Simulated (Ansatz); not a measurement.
Input file:

```yaml
crystal:
  periodic: [false, false, false]
  atoms:
    - {symbol: C, position_ang: [0.130774, -0.194556, 1.923460]}
    - {symbol: Ga, position_ang: [-0.034101, 0.033698, 0.011540]}
    - {symbol: O, position_ang: [0.042520, -0.047272, -1.645406]}
    - {symbol: H, position_ang: [0.125628, 0.737712, 2.399736]}
basis:
  gaussian: {orbitals: cc-pVDZ}
correlation: {method: fic_mrcisd_q, electrons: outside_noble_gas, active_space: {window: {electrons: 8, orbitals: 8}}}
```

```sh
$ ansatz run in.yaml --threads 1 --pin off --events-out ev --progress --plain --max-ram 2393MiB
```

Output:

```
631 factors; integrals over basis functions are off by at most 4.9e-4 eV
mean field evaluation 1: about -55403.8507 eV, gradient 5.4e1 eV
mean field evaluation 2: about -55403.8807 eV, gradient 5.4e1 eV
mean field evaluation 4: about -55410.8902 eV, gradient 7.5e0 eV
mean field evaluation 8: about -55411.2448 eV, gradient 9.3e-1 eV
mean field evaluation 16: about -55399.0582 eV, gradient 4.6e1 eV
mean field evaluation 32: about -55410.3355 eV, gradient 8.6e0 eV
mean field -55411.25727570 eV, -2036.3261457826 hartree, gradient 8.3e-6 eV, S^2 0.000000; 3 other end points of the search recorded, 0 dependent functions left out; unrestricted orbitals would lower it
reference -55411.25727570 eV, -2036.3261457826 hartree; 23, 23 occupied and 37, 37 virtual orbitals, 631 factors
state -55415.30322717 eV, -2036.4748317570 hartree
contracted CI cycle   1: correlation 0.00000000 eV, 0.0000000000 hartree, residual 2.49e1 eV
contracted CI cycle   2: correlation -6.01339839 eV, -0.2209883147 hartree, residual 4.34e0 eV
contracted CI cycle   3: correlation -6.25646186 eV, -0.2299207327 hartree, residual 1.46e0 eV
contracted CI cycle   4: correlation -6.28873390 eV, -0.2311067081 hartree, residual 6.40e-1 eV
contracted CI cycle   5: correlation -6.29463516 eV, -0.2313235755 hartree, residual 2.88e-1 eV
contracted CI cycle   6: correlation -6.29581777 eV, -0.2313670355 hartree, residual 1.30e-1 eV
contracted CI cycle   7: correlation -6.29606167 eV, -0.2313759986 hartree, residual 6.14e-2 eV
contracted CI cycle   8: correlation -6.29611533 eV, -0.2313779707 hartree, residual 3.01e-2 eV
contracted CI cycle   9: correlation -6.29612898 eV, -0.2313784724 hartree, residual 1.53e-2 eV
contracted CI cycle  10: correlation -6.29613274 eV, -0.2313786106 hartree, residual 7.00e-3 eV
contracted CI cycle  11: correlation -6.29613346 eV, -0.2313786369 hartree, residual 3.00e-3 eV
contracted CI cycle  12: correlation -6.29613358 eV, -0.2313786414 hartree, residual 1.33e-3 eV
state -55415.30322717 eV, -2036.4748317570 hartree; corrected -55422.15359409 eV, -2036.7265780979 hartree
Total energy: -55422.15359409 eV, -2036.7265780979 hartree
```

Natural occupations: 1.9570 1.9535 1.9440 1.9216 0.0840 0.0503 0.0468 0.0429.

Ran on 1 thread of Arm Neoverse N1, shared host: 19 s wall, 0.31 GiB peak host memory.
